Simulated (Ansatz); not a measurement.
Results of PBE0-D3(BJ) (plane waves, PAW; Ansatz, an electronic-structure program) for hcp Re.

Settings: plane-wave cutoff 460 eV, 12×12×6 k mesh (along the axes of the cell as run), Fermi–Dirac smearing 0.05 eV, no spin polarisation, scalar-relativistic PAW data made under PBE.

Computed at the level's own relaxed cell.

Q: Estimate the lattice constant a and c axis length that the calculation returns.

A: 
- lattice constant a = 2.731 Å
- c axis length = 4.414 Å

Measured, for comparison: lattice constant a 2.761 Å, lattice parameter c 4.458 Å (293 K, not corrected to a static lattice; as tabulated in Wikipedia's data pages). Computed (rounded) less measured: lattice constant a -1.1 %, lattice parameter c -1.0 %. A static lattice is as a rule a little smaller and stiffer than an uncorrected measurement, which narrows the difference in the lattice constant a, lattice parameter c and would widen misses of the other sign.

Spin–orbit coupling is not included.

The computed numbers hold no vibrational or temperature effects.

The result took roughly 40 core-minutes.
